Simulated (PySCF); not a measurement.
One molecule, one basis, several functionals.

Species: PH3.
SMILES: `P`

PySCF, IGLO-II basis, density fitting, gas phase, GFN2-xTB geometry. One functional is left out:

```csv
functional,exact exchange (%),HOMO energy (eV),LUMO energy (eV),dipole moment (D)
B97-D,0,-6.58,0.36,0.720
BLYP,0,-6.46,0.41,0.648
BP86,0,-6.72,0.20,0.765
HCTH407,0,-6.74,0.21,0.747
LDA,0,-6.65,0.20,0.851
OLYP,0,-6.45,0.47,0.719
OPBE,0,-6.61,0.37,0.840
PBE,0,-6.60,0.30,0.769
PW91,0,-6.65,0.25,0.748
revPBE,0,-6.58,0.34,0.752
B97-2,21,-7.58,1.20,0.766
X3LYP,22,-7.62,1.13,0.675
mPW1PW91,25,-7.85,1.24,0.775
BHandHLYP,50,-8.88,2.12,0.682
```

Task: Predict the row of B3LYP (20 % exact exchange) by straight lines through the other rows, and check it.

Result: 
```tsv
property	line	computed	computed − line	B97-2 (21 %), for comparison
HOMO energy (eV)	-7.53	-7.59	-0.06	-7.58
LUMO energy (eV)	1.06	1.02	-0.04	1.20
dipole moment (D)	0.733	0.678	-0.055	0.766
```

Task: Which of these properties follows the share of exact exchange most closely, and which least?

Result: Most closely the HOMO energy, least the dipole moment; the correlations over the tabulated rows are HOMO energy -0.993, LUMO energy 0.989, dipole moment -0.328. The HOMO energy moves by -0.463 eV for every 10 %. Functionals with the same share still differ in their other parts: at 0 % HCTH407 and OLYP differ by 0.29 eV in it.
